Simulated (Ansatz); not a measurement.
```yaml
crystal:
  periodic: [false, false, false]
  atoms:
    - {symbol: Nb, position_ang: [-0.192521, 0.315751, 0.005155]}
    - {symbol: Cl, position_ang: [2.056266, -0.925543, -0.011966]}
    - {symbol: Cl, position_ang: [-1.432603, 2.349593, 0.038359]}
    - {symbol: Cl, position_ang: [-0.119152, -2.251491, -0.039902]}
basis:
  gaussian: {orbitals: def2-TZVP}
magnetization: {spin_polarized: true, initial_magnetization: 6}
hamiltonian: {xc: pbe0}
relax: {f_tol: 0.004, max_steps: 80}
```

```sh
$ ansatz run in.yaml --threads 1 --pin off --events-out ev --progress --plain --max-ram 2176MiB
```

Steps of the relaxation (energy above the last step; positions in Å, forces in eV/Å):

```
4
step 1, 137.5 meV
Nb   -0.193    0.316    0.005    0.482   -0.973   -0.016
Cl    2.056   -0.926   -0.012   -0.153   -0.261   -0.005
Cl   -1.433    2.350    0.038   -0.651    1.114    0.018
Cl   -0.119   -2.251   -0.040    0.322    0.120    0.003
```

```
4
step 2, 33.9 meV
Nb   -0.204    0.298    0.005    0.243   -0.406   -0.007
Cl    2.060   -0.989   -0.013   -0.071    0.126    0.002
Cl   -1.488    2.458    0.040   -0.104    0.200    0.003
Cl   -0.056   -2.279   -0.040   -0.068    0.080    0.001
```

```
4
step 3, 19.5 meV
Nb   -0.195    0.268    0.004    0.093   -0.175   -0.003
Cl    2.052   -0.973   -0.013    0.032    0.092    0.002
Cl   -1.487    2.473    0.040   -0.043    0.100    0.002
Cl   -0.058   -2.279   -0.040   -0.083   -0.016    0.000
```

```
4
step 7, 0.3 meV
Nb   -0.502    0.014   -0.001   -0.021    0.042    0.001
Cl    1.902   -0.673   -0.008    0.026    0.017    0.000
Cl   -1.176    2.585    0.043    0.009   -0.028    0.000
Cl    0.088   -2.438   -0.043   -0.014   -0.031   -0.001
```

```
4
step 8, 0.0 meV
Nb   -0.506    0.016   -0.001   -0.001    0.001    0.000
Cl    1.901   -0.667   -0.008   -0.003   -0.003    0.000
Cl   -1.170    2.578    0.043    0.000    0.003    0.000
Cl    0.087   -2.439   -0.043    0.004   -0.002    0.000
```

```
4
step 9, 0.0 meV
Nb   -0.510    0.014   -0.001    0.005   -0.002    0.000
Cl    1.899   -0.664   -0.008   -0.002    0.002    0.000
Cl   -1.166    2.579    0.043    0.000   -0.002    0.000
Cl    0.089   -2.441   -0.043   -0.002    0.002    0.000
```

```
4
step 10, 0.0 meV
Nb   -0.508    0.015   -0.001   -0.003    0.000    0.000
Cl    1.900   -0.665   -0.008    0.002   -0.001    0.000
Cl   -1.168    2.578    0.043    0.000    0.001    0.000
Cl    0.088   -2.440   -0.043    0.000    0.000    0.000
```

Close pairs at the end: Nb1–Cl2 2.502 Å, Nb1–Cl4 2.527 Å, Cl2–Cl4 2.536 Å, Nb1–Cl3 2.647 Å.

A stationary point of unrestricted PBE0 after 10 steps, with ⟨S²⟩ = 12.012 against 12.00 for a pure state; no frequencies were run, so it isn't proven a minimum. 10 min on 1 thread of Intel Xeon Platinum 8175M, shared host.
